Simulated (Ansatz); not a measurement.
Band transport in VN$_{2}$

Computed with Ansatz 0.2.0, DFT PBEsol, scalar-relativistic, plane waves, PAW. Plane waves to 420 eV; Γ-centred k mesh 12×12×12; Fermi-Dirac smearing of 0.15 eV. No spin polarisation.

Relaxed structure:
```xyz
6
Lattice="-2.1286 2.1286 2.4642 2.1286 -2.1286 2.4642 2.1286 2.1286 -2.4642" Properties=species:S:1:pos:R:3 pbc="T T T"
V     0.0000    0.0000    1.2321
V     0.0000    0.0000    3.6963
N     2.6151    0.4865    0.0000
N     1.6421    0.4865    2.4642
N    -0.4865    1.6421    2.4642
N     0.4865    1.6421    0.0000
```

In a metal these results depend on the k mesh and the smearing. A semilocal functional can close a gap that the real compound has.

Constant relaxation time and rigid bands. The levels are interpolated over the whole zone and filled by a Fermi function at the stated temperature, with the chemical potential set by the electron count. Seebeck coefficients of a few μV/K are small differences and uncertain even in sign.

Task: Give the Drude plasma energies, the density of states at the chemical potential and σ/τ at 300 K.

Result:
| Quantity | Value |
| --- | --- |
| Plasma energy xx, yy, zz | 2.46, 2.46, 6.95 eV |
| Density of states (thermally broadened) | 2.54 states/eV/cell |
| Conductivity over τ, xx, yy, zz | 1.2, 1.2, 9.9 ×10²⁰ (Ω·m·s)⁻¹ |

Task: And the Seebeck coefficient (μV/K)?

Result:
```json
{"T (K)": "300", "Sxx": "-20.0", "Syy": "-20.0", "Szz": "-3.9"}
{"T (K)": "600", "Sxx": "-32.2", "Syy": "-32.2", "Szz": "-5.6"}
{"T (K)": "900", "Sxx": "-40.7", "Syy": "-40.7", "Szz": "-6.7"}
```

Cost: 1 run of about 44 core-minutes, on Intel Xeon Processor @ 2.70GHz (shared hosts).